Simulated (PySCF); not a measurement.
C3H3PS.
SMILES with atom numbers: `[cH:1]1[cH:2][s:3][cH:4][p:5]1` (hydrogens: H6 on C1; H7 on C2; H8 on C4)

Theory: PySCF, PBE0-D3(BJ)/def2-SVP geometry optimisation, gas phase.

Entries marked ? are missing.

```tsv
coordinate	value
C1–C2	1.367 Å
C2–S3	?
S3–C4	?
C4–P5	?
C1–P5	1.774 Å
C1–H6	1.093 Å
C2–H7	1.092 Å
C4–H8	1.092 Å
C2–C1–P5	117.3°
C2–C1–H6	120.8°
P5–C1–H6	122.0°
C1–C2–S3	115.9°
C1–C2–H7	?
S3–C2–H7	?
C2–S3–C4	95.9°
S3–C4–P5	117.9°
S3–C4–H8	116.8°
P5–C4–H8	125.2°
C1–P5–C4	?
```

Question: Estimate the withheld lengths and angles.

Answer: 
- C2–S3 = 1.711 Å, aromatic (aromatic CH next to a ring sulfur to thiophene-type sulfur); 0.07 Å below the sum of covalent radii, 1.78 Å.
- S3–C4 = 1.704 Å, aromatic (thiophene-type sulfur to aromatic CH next to a ring sulfur); 0.08 Å below the sum of covalent radii, 1.78 Å.
- C4–P5 = 1.713 Å, aromatic (ends: aromatic CH next to a ring sulfur; phosphorus bonded to 2 C); 0.09 Å below the sum of covalent radii, 1.80 Å.
- C1–C2–H7 = 126.3°, at the aromatic CH next to a ring sulfur; the outer atoms are 2.197 Å apart.
- S3–C2–H7 = 117.8°, at the aromatic CH next to a ring sulfur; the outer atoms are 2.421 Å apart.
- C1–P5–C4 = 92.9°, at the phosphorus bonded to 2 C, inside a 5-membered ring; the outer atoms are 2.528 Å apart.

Radii are Cordero's, carbon taken as 0.76, 0.73 or 0.69 Å for four, three, and two or fewer neighbours.

Stationary, but not proved a minimum.
